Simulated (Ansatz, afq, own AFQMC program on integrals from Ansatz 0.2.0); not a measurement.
Two steps: Ansatz 0.2.0 writes the Fock matrix and Cholesky factors of the valence space, and afq projects on them the lowest state that overlaps trial and start.

```yaml
crystal:
  periodic: [false, false, false]
  atoms:
    - {symbol: W, position_ang: [0.000000, 0.000000, 0.181746]}
    - {symbol: N, position_ang: [0.000000, 0.000000, -2.011657]}
    - {symbol: H, position_ang: [0.000000, 0.839054, -2.597158]}
    - {symbol: H, position_ang: [0.000000, -0.839054, -2.597158]}
basis:
  gaussian: {orbitals: def2-SVP}
total_charge: 1
magnetization: {spin_polarized: true, initial_magnetization: 6}
correlation: {method: ccsd_t, electrons: outside_noble_gas, hamiltonian_folder: ham}
```

```sh
$ ansatz run in.yaml --threads 1 --pin off --events-out ev --progress --plain --max-ram 24576MiB --backend cuda --devices 0, --max-vram 18GiB
```

afq runs on the folder ham with

```
--method free --trial cisd --walkers 4000 --time-step 0.03 --max-blocks 4000 --target-error 0.00042 --factor-cut 1e-05 --seed 6470 --times 0,0.21,0.42,0.81,1.2,1.8,2.4,3 --taylor-order 8
```

Times are imaginary, in 1/Eh. The walk had a cap of 84 s. Core potentials past Kr, no spin–orbit coupling.

Log:

```
orbitals 51  electrons 9 3  factors 422 of 567
reference energy -121.68756665 Eh
CCSD correlation -0.21449934 Eh in 13 cycles, weight of the determinant in the CISD state 0.9185
repeat  energy at the last time / Eh  error
    10  -121.906957  0.000088
    20  -121.906955  0.000059
time / (1/Eh)  energy / Eh  error  mean overlap
  0.00  -121.902054  0.000026  1.0887
  0.21  -121.904708  0.000035  1.0885
  0.42  -121.905674  0.000034  1.0887
  0.81  -121.906334  0.000036  1.0900
  1.20  -121.906552  0.000046  1.0917
  1.80  -121.906777  0.000067  1.0935
  2.40  -121.906875  0.000058  1.0864
  3.00  -121.906926  0.000059  1.0828
energy -121.906926 +/- 0.000059 Eh
```

The run passed its tests (error under three times the target), which doesn't prove that it has relaxed, ending at its cap on processor time.

Against this walk (error 1.6 meV) on the same determinant: CCSD(T) 24.0 meV higher, CCSDT(Q) 1.3 meV higher (within the noise). The error is statistical, and a free projection of finite length keeps a remainder of its start. The last points still move (meV from the last: 16.1 ± 1.0 at 0.81, 10.2 ± 1.3 at 1.20, 4.1 ± 1.8 at 1.80, 1.4 ± 1.6 at 2.40, 0.0 ± 1.6 at 3.00), but the last one has reached CCSDT(Q) within the noise or passed it, so little can be left to fall.

Cautions: remainder of the start not in the error; no spin-orbit coupling; outer-core shells of the metal frozen; lower spins were not checked; higher spins were not checked.

The walk took 86 s on 1 × NVIDIA H100 80GB HBM3 with 2 threads of AMD EPYC 7R13 Processor (Zen 3), with other jobs on the host (the card was shared). The log's last line is the free-projection energy.

CCSDT and higher add their correlation energy to the determinant of the CCSD(T) run, since their own runs factorise the integrals more tightly (a shift of under 2 meV). A walk keeps the symmetry of its determinant, which the program's search chose and which needn't be the lowest solution, so a lower state of the same spin and another symmetry isn't excluded.
